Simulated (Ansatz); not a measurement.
# CHFO: the cost of one run

Program: Ansatz 0.2.0. Level of theory: the levels named in each step. These are calculated values, not measurements.

## 1. Starting point

Bond lengths: C2–O3 1.123 Å, F1–H4 0.946 Å.

As a file:

```xyz
4

F     0.0000    0.0000   -1.9521
C     0.0000    0.0000    0.9178
O     0.0000    0.0000    2.0408
H     0.0000    0.0000   -1.0066
```

## 2. A rough first relaxation, PBE-D4/def2-SVP

This run stands in another session on the same molecule. It ended at:

```xyz
4

F     0.0000    0.0000   -1.9659
C     0.0000    0.0000    0.9259
O     0.0000    0.0000    2.0640
H     0.0000    0.0000   -1.0240
```

## 3. Relaxation, PBE0-D4/def2-TZVPP

This run stands in another session on the same molecule. It ended at:

```xyz
4

F     0.0000    0.0000   -1.9766
C     0.0000    0.0000    0.9532
O     0.0000    0.0000    2.0729
H     0.0000    0.0000   -1.0495
```

## 4. Frequencies, PBE0-D4/def2-TZVPP

Contents of input.yaml:

```yaml
crystal:
  periodic: [false, false, false]
  atoms:
    - { symbol: F, position_ang: [0.0, 0.0, -1.97657098] }
    - { symbol: C, position_ang: [0.0, 0.0, 0.95316298] }
    - { symbol: O, position_ang: [0.0, 0.0, 2.07293921] }
    - { symbol: H, position_ang: [0.0, 0.0, -1.0495312] }
basis:
  gaussian: { orbitals: def2-TZVPP }
hamiltonian:
  xc: pbe0
  dispersion: d4
phonons: {}
```

Command:

```bash
> ansatz run input.yaml --threads 2 --pin off --max-ram 5120MiB --backend cpu --events-out ev --progress --plain --runs-dir out
```

What time and memory should one allow on 2 threads of Intel Xeon at 2.50GHz (Skylake/Cascade Lake), shared host?

About 46 s, with a peak of 0.14 GiB.
